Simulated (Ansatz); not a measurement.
Input file:

```yaml
crystal:
  periodic: [false, false, false]
  atoms:
    - {symbol: B, position_ang: [0.000000, 0.000000, 1.120699]}
    - {symbol: N, position_ang: [0.000000, 0.000000, -0.112849]}
    - {symbol: H, position_ang: [0.000000, 0.000000, -1.007849]}
basis:
  gaussian: {orbitals: cc-pVDZ}
magnetization: {spin_polarized: false, initial_magnetization: 1}
correlation: {method: ccsdt_q, electrons: outside_noble_gas}
```

```sh
$ ansatz run in.yaml --threads 1 --pin off --events-out ev --progress --plain --max-ram 2816MiB --backend cpu
```

Log:

```
572 factors; integrals over basis functions are off by at most 1.6e-7 eV
mean field evaluation 1: about -2163.4512 eV, gradient 3.6e1 eV
mean field evaluation 2: about -2163.4513 eV, gradient 3.6e1 eV
mean field evaluation 4: about -2167.0984 eV, gradient 2.6e0 eV
mean field evaluation 8: about -2167.1461 eV, gradient 1.1e-4 eV
mean field evaluation 16: about -2167.1452 eV, gradient 1.8e-1 eV
mean field evaluation 32: about -2164.8842 eV, gradient 4.5e-1 eV
mean field -2167.14610597 eV, -79.6411504499 hartree, gradient 2.0e-6 eV, S^2 0.750000; 4 other end points of the search recorded, 0 dependent functions left out
mean field evaluation 64: about -2167.2219 eV, gradient 8.5e-1 eV
determinant -2167.14610597 eV, -79.6411504499 hartree, with singles and doubles -2173.53427317 eV, -79.8759112647 hartree
determinant -2164.88477712 eV, -79.5580481474 hartree, with singles and doubles -2170.76611452 eV, -79.7741833107 hartree
2 core orbitals not correlated: weight in the atoms' cores, before any rotation towards them, 1.000 or more for the frozen orbitals, at most 0.000 for the correlated occupied ones
reference -2167.14610597 eV, -79.6411504499 hartree; 5, 4 occupied and 26, 27 virtual orbitals, 572 factors
second order -6.01248046 eV of doubles, -0.02888266 eV of singles
cycle   1  -6.10549961 eV  change   -6.3e-2 eV  update   9.0e-2
cycle   2  -6.41912318 eV  change   -3.1e-1 eV  update   4.6e-2
cycle   3  -6.67352922 eV  change   -2.5e-1 eV  update   2.5e-2
cycle   4  -6.65002574 eV  change    2.4e-2 eV  update   8.3e-3
cycle   5  -6.64169221 eV  change    8.3e-3 eV  update   5.3e-3
cycle   6  -6.64755359 eV  change   -5.9e-3 eV  update   2.7e-3
cycle   7  -6.65231100 eV  change   -4.8e-3 eV  update   1.7e-3
cycle   8  -6.65136633 eV  change    9.4e-4 eV  update   7.4e-4
cycle   9  -6.65153165 eV  change   -1.7e-4 eV  update   3.1e-4
cycle  10  -6.65171759 eV  change   -1.9e-4 eV  update   1.1e-4
cycle  11  -6.65196131 eV  change   -2.4e-4 eV  update   4.8e-5
cycle  12  -6.65193643 eV  change    2.5e-5 eV  update   1.9e-5
cycle  13  -6.65195554 eV  change   -1.9e-5 eV  update   9.7e-6
cycle  14  -6.65194895 eV  change    6.6e-6 eV  update   2.6e-6
cycle  15  -6.65194768 eV  change    1.3e-6 eV  update   1.0e-6
cycle  16  -6.65194787 eV  change   -1.9e-7 eV  update   4.2e-7
perturbative correction -0.01963720 eV, -0.0007216538 hartree
Total energy: -2173.81769103 eV, -79.8863266790 hartree
```

For the same geometry and basis RCCSDTQ lies 1.3 meV higher.

Ran on 1 thread of AMD EPYC 7R13, shared host: 6.5 s wall, 0.23 GiB peak host memory.
